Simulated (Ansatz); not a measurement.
**NbSnP3: from a trial structure to a relaxed crystal**

The calculation used DFT PBE, scalar-relativistic, plane waves, PAW in Ansatz. Cutoff 420 eV, Γ-centred k mesh, Gaussian smearing, no spin polarisation in the final step.

This is the end of a relaxation of cell and atoms.

```xyz
5
Lattice="4.8767 0.0000 0.0000 0.0000 4.8767 0.0000 0.0000 0.0000 4.8767" Properties=species:S:1:pos:R:3 pbc="T T T"
Nb    0.0000    0.0000    0.0000
Sn    2.4383    2.4383    2.4383
P     0.0000    2.4383    2.4383
P     2.4383    0.0000    2.4383
P     2.4383    2.4383    0.0000
```

Formation energies are uncorrected and refer to the elements' standard structures at the same level.

Problem. What space group does it have?

Solution. Pm-3m (No. 221). Conventional cell: a = 4.877 Å. Nb has 12 P at 3.45 Å; around Sn lie 6 P at 2.44 Å; P is coordinated by 2 Sn at 2.44 Å.

Problem. What is its formation energy per atom?

Solution. 1.47 eV/atom.

Problem. Is it a metal?

Solution. Yes, bands cross the Fermi level on the 8×8×8 mesh.

The final run used a 8×8×8 mesh on its 5-atom cell and 0.10 eV smearing. For metals, differences of a few meV/atom aren't resolved. The cell came from a trial start, so NbSnP3 may not exist in this structure.

Cost: 3 runs of about 0.64 core-minutes in all, on Arm Neoverse V2 (shared hosts).